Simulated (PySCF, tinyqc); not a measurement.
CIS and TDHF on RHF in the sto-3g basis, frozen core, for HF, spin multiplicity 1, step by step. The lowest restricted solution is unstable here: a spin-polarised one lies 0.0117 hartree lower (PySCF). One step of it, computed by the program tinyqc.

Task: Integrals over molecular orbitals. (pq|rs) = sum C_ip C_jq C_kr C_ls (ij|kl), one index at a time.

coefficients C, order 1F 1s, 1F 2s, 1F 2px, 1F 2py, 1F 2pz, 2H 1s:
$$\begin{pmatrix}
0.995015 & -0.259604 & 0.000000 & 0.000000 & 0.044389 & 0.046875 \\
0.020371 & 1.004303 & 0.000000 & 0.000000 & -0.225277 & -0.252480 \\
0.000000 & 0.000000 & 0.984306 & -0.176469 & 0.000000 & 0.000000 \\
0.000000 & 0.000000 & 0.176469 & 0.984306 & 0.000000 & 0.000000 \\
0.001044 & 0.017278 & 0.000000 & 0.000000 & 0.685423 & -0.759700 \\
-0.002620 & 0.087296 & 0.000000 & 0.000000 & 0.609798 & 0.853274
\end{pmatrix}$$

core Hamiltonian H = T + V (hartree), order 1F 1s, 1F 2s, 1F 2px, 1F 2py, 1F 2pz, 2H 1s:
$$\begin{pmatrix}
-40.427113 & -9.485364 & 0.000000 & 0.000000 & -0.007311 & -0.773927 \\
-9.485364 & -10.905211 & 0.000000 & 0.000000 & -0.091250 & -1.919350 \\
0.000000 & 0.000000 & -8.587867 & 0.000000 & 0.000000 & 0.000000 \\
0.000000 & 0.000000 & 0.000000 & -8.587867 & 0.000000 & 0.000000 \\
-0.007311 & -0.091250 & 0.000000 & 0.000000 & -8.632464 & -1.403865 \\
-0.773927 & -1.919350 & 0.000000 & 0.000000 & -1.403865 & -4.053952
\end{pmatrix}$$

Two-electron integrals (ij|kl) in chemists' order, unique and non-zero (hartree):
```
(11|11) 5.403501   (21|11) 0.841920   (21|21) 0.156299   (22|11) 1.268028
(22|21) 0.292344   (22|22) 0.926167   (31|31) 0.027998   (32|31) 0.043169
(32|32) 0.204588   (33|11) 1.264502   (33|21) 0.292403   (33|22) 0.925959
(33|33) 0.997514   (41|41) 0.027998   (42|41) 0.043169   (42|42) 0.204588
(43|43) 0.053770   (44|11) 1.264502   (44|21) 0.292403   (44|22) 0.925959
(44|33) 0.889973   (44|44) 0.997514   (51|51) 0.027998   (52|51) 0.043169
(52|52) 0.204588   (53|53) 0.053770   (54|54) 0.053770   (55|11) 1.264502
(55|21) 0.292403   (55|22) 0.925959   (55|33) 0.889973   (55|44) 0.889973
(55|55) 0.997514   (61|11) 0.068873   (61|21) 0.012689   (61|22) 0.023623
(61|33) 0.023589   (61|44) 0.023589   (61|51) 0.000491   (61|52) 0.000930
(61|55) 0.023694   (61|61) 0.001040   (62|11) 0.196182   (62|21) 0.045931
(62|22) 0.165115   (62|33) 0.162635   (62|44) 0.162635   (62|51) 0.003080
(62|52) 0.025409   (62|55) 0.169908   (62|61) 0.003786   (62|62) 0.038084
(63|31) 0.004539   (63|32) 0.027939   (63|53) 0.005172   (63|63) 0.005355
(64|41) 0.004539   (64|42) 0.027939   (64|54) 0.005172   (64|64) 0.005355
(65|11) 0.142686   (65|21) 0.033808   (65|22) 0.130259   (65|33) 0.124954
(65|44) 0.124954   (65|51) 0.006490   (65|52) 0.046569   (65|55) 0.140720
(65|61) 0.002885   (65|62) 0.037030   (65|65) 0.041182   (66|11) 0.398492
(66|21) 0.094773   (66|22) 0.393981   (66|33) 0.382675   (66|44) 0.382675
(66|51) 0.006868   (66|52) 0.081403   (66|55) 0.416304   (66|61) 0.007833
(66|62) 0.124070   (66|65) 0.141411   (66|66) 0.774606
```

Give: one-electron integrals over orbitals h = C^T H C; Two-electron integrals over orbitals.

Result:

one-electron integrals over orbitals h = C^T H C (hartree):
$$\begin{pmatrix}
-40.4099 & 0.7254 & 0.0000 & 0.0000 & -0.1167 & -0.1284 \\
0.7254 & -9.1200 & 0.0000 & 0.0000 & 0.4594 & 0.7070 \\
0.0000 & 0.0000 & -8.5879 & 0.0000 & 0.0000 & 0.0000 \\
0.0000 & 0.0000 & 0.0000 & -8.5879 & 0.0000 & 0.0000 \\
-0.1167 & 0.4594 & 0.0000 & 0.0000 & -6.6668 & 2.3303 \\
-0.1284 & 0.7070 & 0.0000 & 0.0000 & 2.3303 & -5.9426
\end{pmatrix}$$

Two-electron integrals over orbitals (pq|rs), unique and non-zero (hartree); the lowest 1 orbital is frozen and left out:
```
(22|22) 0.8767    (32|32) 0.1905    (33|22) 0.8977    (33|33) 0.9975
(42|42) 0.1905    (43|43) 0.0538    (44|22) 0.8977    (44|33) 0.8900
(44|44) 0.9975    (52|22) -0.0456   (52|33) -0.0615   (52|44) -0.0615
(52|52) 0.1298    (53|32) -0.0250   (53|53) 0.0337    (54|42) -0.0250
(54|54) 0.0337    (55|22) 0.6791    (55|33) 0.6651    (55|44) 0.6651
(55|52) -0.0106   (55|55) 0.6620    (62|22) -0.0766   (62|33) -0.0762
(62|44) -0.0762   (62|52) -0.0808   (62|55) -0.0207   (62|62) 0.0913
(63|32) -0.0256   (63|53) -0.0232   (63|63) 0.0286    (64|42) -0.0256
(64|54) -0.0232   (64|64) 0.0286    (65|22) -0.2490   (65|33) -0.2549
(65|44) -0.2549   (65|52) 0.0748    (65|55) -0.0890   (65|62) 0.0324
(65|65) 0.2413    (66|22) 0.6313    (66|33) 0.6170    (66|44) 0.6170
(66|52) 0.0413    (66|55) 0.6408    (66|62) -0.0502   (66|65) -0.0281
(66|66) 0.6648
```
